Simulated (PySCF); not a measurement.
Excitations are Tamm–Dancoff values on a coarser integration grid. The basis has no diffuse functions, so Rydberg states are missing or too high.

# C$_{3}$H$_{6}$, SMILES `C1CC1` (charge 0, multiplicity 1)

The numbers are results of TPSSh-D3(BJ)/def2-TZVP (PySCF), not measurements.

The HOMO is -7.60 eV and the dipole moment comes out as 0.00 D. The HOMO–LUMO gap is 9.06 eV. The LUMO comes out as 1.47 eV and the S1 excitation (TDA) is 8.53 eV. The S1 oscillator strength is 0.012. The T1 excitation (TDA) is 8.25 eV and the S1–T1 gap (TDA) is 0.28 eV. The total energy is -3209.79 eV and the cost is very roughly 2.4 core-minutes.

Bonded distances (Å): C1–C2 1.504, C1–C3 1.504, C1–H4 1.083, C1–H5 1.083, C2–C3 1.504, C2–H6 1.083, C2–H7 1.083, C3–H8 1.083, C3–H9 1.083. Bond angles (°): C2–C1–C3 60.0, C2–C1–H4 118.0, C2–C1–H5 118.0, C3–C1–H4 118.0, C3–C1–H5 118.0, H4–C1–H5 114.3, C1–C2–C3 60.0, C1–C2–H6 118.0, C1–C2–H7 118.0, C3–C2–H6 118.0, C3–C2–H7 118.0, H6–C2–H7 114.4, C1–C3–C2 60.0, C1–C3–H8 118.0, C1–C3–H9 118.0, C2–C3–H8 118.0, C2–C3–H9 118.0, H8–C3–H9 114.3.
Charge 0, spin multiplicity 1.
